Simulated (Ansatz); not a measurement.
Write a Python script for Ansatz's Python interface that makes a ranking of conformers of C₅H₇O (charge -1), SMILES C#CCC(C)[O-]. Use (for the species named): PBE0, 6-31G* basis, multiplicity 1.

Script `conformers.py`:
```python
# -*- coding: utf-8 -*-
"""Conformer energies of C5H7O(-)."""

from dataclasses import dataclass
import logging
import sys

import ansatz as az
from rdkit import Chem
from rdkit.Chem import AllChem

logging.basicConfig(stream=sys.stdout, format="%(levelname)s:%(name)s:%(message)s")
logger = logging.getLogger("run")
logger.setLevel(logging.INFO)


@dataclass(frozen=True)
class RunConfig:
    basis_set: str = "6-31G*"
    xc: str = "pbe0"
    net_charge: int = -1


settings = RunConfig()

rd = Chem.AddHs(Chem.MolFromSmiles("C#CCC(C)[O-]"))
ids = list(AllChem.EmbedMultipleConfs(rd, numConfs=20, randomSeed=469, pruneRmsThresh=0.4))
field = [energy for _, energy in AllChem.MMFFOptimizeMoleculeConfs(rd)]
distinct = {round(e, 2): i for i, e in zip(ids, field)}
chosen = sorted(distinct.items())[:3]
found = []
for force_field, index in chosen:
    molecule = az.Crystal.molecule()
    for atom, xyz in zip(rd.GetAtoms(), rd.GetConformer(index).GetPositions()):
        molecule = molecule.atom(atom.GetSymbol(), xyz.round(5).tolist())
    setup = (
        molecule.calculation()
        .basis(gaussian=settings.basis_set)
        .functional(settings.xc)
        .charge(settings.net_charge)
    )
    found.append(setup.run(threads=1, backend="cpu").report["free_energy_ev"])
logger.info("conformer   MMFF (kcal/mol)   this level (kJ/mol)")
for (force_field, index), e in zip(chosen, found):
    logger.info(f"{index:9d} {force_field - chosen[0][0]:17.2f} {96.485332 * (e - min(found)):17.3f}")
```

```console
$ python conformers.py
INFO:run:conformer   MMFF (kcal/mol)   this level (kJ/mol)
INFO:run:        1              0.00             0.000
INFO:run:        5              3.10            15.407
INFO:run:        4              4.23            10.996
```

Caveats:
- The conformers keep their force-field geometries.
- Anions want diffuse functions, which this basis lacks.
- Timing: 11 s on 1 thread of Arm Neoverse V1 (shared host), peak memory 0.32 GiB.
